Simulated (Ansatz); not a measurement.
Worked example: correlation energy of H$_{2}$Si–BH$_{2}$⁺, singlet

Geometry: that of the H2Si–BH2, doublet, kept fixed.

```xyz
6

Si    0.0000    0.0000    0.5624
B     0.0000    0.0000   -1.3599
H     0.0000    1.2187    1.4093
H     0.0000   -1.2187    1.4093
H     0.0000    1.0370   -1.9521
H     0.0000   -1.0370   -1.9521
```

Basis cc-pVDZ; Ansatz 0.2.0. Correlated methods freeze the noble-gas cores, which leaves 10 electrons in 46 orbitals. R marks a restricted (for open shells ROHF) determinant.

Full CI isn't at hand for all of this; RCCSDT(Q) serves as the reference, and is uncertain by about the last step of the cluster series.

Runs differ by some tens of microhartree through their thresholds, so steps under 0.03 kcal/mol mean nothing.

```tsv
level	total energy (hartree)
RHF	-315.591631
RMP2	-315.745950
RCCSD	-315.786380
RCCSD(T)	-315.790108
RCCSDT	-315.790967
RCCSDT(Q)	-315.791100
```

**Question.** What is the correlation energy at RCCSDT(Q), and what share of it do RMP2 and RCCSD recover?

**Answer.** E(corr) = -315.791100 − (-315.591631) = -0.199469 hartree = -5.428 eV. RMP2: -0.154319 / -0.199469 = 77.36 %. RCCSD: -0.194749 / -0.199469 = 97.63 %.

**Question.** By how many kcal/mol does RCCSD(T) miss RCCSDT(Q) (1 hartree = 627.509 kcal/mol), and which steps make up the rest?

**Answer.** -315.790108 − (-315.791100) = 0.000992 hartree = 0.62 kcal/mol. Steps: RCCSDT − RCCSD(T) = -0.54, RCCSDT(Q) − RCCSDT = -0.08 kcal/mol. That is within 1 kcal/mol of the reference in this basis, which itself misses far more of the correlation at the basis-set limit.
